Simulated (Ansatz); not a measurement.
Reaction (SMILES): C[CH]Cl -> [CH2]CCl

Quantity: isomerisation energy (enthalpy at 298 K), in kcal/mol. Set-up: 6-31G* and kin with 6d, 5d where marked; no spin-orbit coupling; LANL2DZ with its own core potentials from Na on; non-relativistic; UHF or UKS for open shells; 6-311+G** with 5d, 6d on Na to Ar in Ansatz (an electronic-structure program); valence correlation only; no dispersion term unless named. Basis-set limits of correlation are two-point, X^-3; Hartree-Fock from the larger set. [CCSD(T)-MP2]/basis is that difference in the basis named. First-principles rows: single points at B3LYP-D3(BJ) geometries (Ansatz), with unscaled harmonic terms from B3LYP/6-31G* at its own minima.

Coupled cluster (Ansatz) is a level with limits of its own, used here on species with T1 under 0.025 (0.045 for open shells) and stable references: RI-MP2/CBS(cc-pV(T+d)Z,cc-pV(Q+d)Z)+[CCSD(T)-MP2]/cc-pV(T+d)Z.

Value to compare with, RI-MP2/CBS(cc-pV(T+d)Z,cc-pV(Q+d)Z)+[CCSD(T)-MP2]/cc-pV(T+d)Z (Ansatz): 4.1 kcal/mol.

```tsv
level	program	isomerisation energy (enthalpy at 298 K) (kcal/mol)	difference
PBE/STO-3G	Ansatz	2.8	-1.3
PBE/3-21G	Ansatz	-2.8	-6.9
PBE/LANL2DZ	Ansatz	-1.6	-5.7
PBE/6-31G*	Ansatz	4.4	0.3
PBE/def2-SVP	Ansatz	6.1	2.0
PBE/6-311+G**	Ansatz	3.8	-0.3
PBE/def2-TZVPD	Ansatz	5.0	0.9
```

Among the 6 habitual levels, PBE/3-21G lies farthest from RI-MP2/CBS(cc-pV(T+d)Z,cc-pV(Q+d)Z)+[CCSD(T)-MP2]/cc-pV(T+d)Z (Ansatz) (-6.9 kcal/mol); 2 of 6 lie above it, and their mean absolute difference is 2.8 kcal/mol, the median 1.6. One case shows no general order.

The sets are all those run for this method; runs whose electronic state is in doubt are left out.
